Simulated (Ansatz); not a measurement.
**C: pressure series**

Take C in the diamond structure (space group Fd-3m, No. 227; a = 3.554 Å) as the base.

Cell and atoms are relaxed at each pressure.

Calculations: PBEsol (Ansatz, a program for electronic structure, PAW, spin-orbit coupling left out).

```tsv
pressure (GPa)	volume per atom (Å³/atom)
-2	5.636
-1	5.623
0	5.610
0.9	?
2.1	5.584
9	5.503
15	5.437
22.5	5.358
30	5.285
```

Question: Fit the third-order Birch–Murnaghan form P(V) = (3B₀/2)[(V₀/V)^(7/3) − (V₀/V)^(5/3)]·[1 + (3/4)(B₀′ − 4)((V₀/V)^(2/3) − 1)] (squares taken in P) to the rows shown and predict the withheld row.

Answer: Least squares on the printed values gives V₀ = 5.610 Å³/atom, B₀ = 450 GPa, B₀′ = 3.7; this predicts 5.599 Å³/atom, and the run gives 5.599 Å³/atom, in agreement.

Measured bulk modulus of C: 454.7 GPa (static lattice; corrected from measurement; as listed in Daniel Mejia-Rodriguez, S. B. Trickey, Phys. Rev. B (2018)); the computed value is 1 % below it.

Load acts through the strain it causes; cell and atoms are relaxed under it. Whether these cells are dynamically stable was not tested. Competing high-pressure phases were not computed.
